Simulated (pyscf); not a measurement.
Single points on ωB97X-D3(BJ)/def2-SVP structures (PySCF, gas phase).

### Question
For the elementary gas-phase step `[SiH4]` + `[OH2]` + `[FH]` → `[OH][SiH3]` + `[H][H]` + `[FH]` (singlet surface; H–Si, H–O, F–H broken, O–Si, H–H, F–H formed), what barrier and reaction energy does ωB97M-D3(BJ)/def2-TZVP give, measured from the separated reactants?

### Answer
ΔE‡ = 20.4 kcal/mol, ΔE = -15.4 kcal/mol. Zero-point energy shifts the barrier by +2.8 kcal/mol. It is a multi-bond step, with an imaginary mode of 1118i cm⁻¹. On the reactant side the descent ends in a complex, 7.8 kcal/mol under the separated species and 28.3 kcal/mol under the saddle at ωB97X-D3(BJ)/def2-TZVP. On the product side the descent ends in a bound adduct (not fully relaxed), 9.4 kcal/mol under the separated species and 45.6 kcal/mol under the saddle at ωB97X-D3(BJ)/def2-TZVP. One saddle was located; it need not be the lowest between these sides.
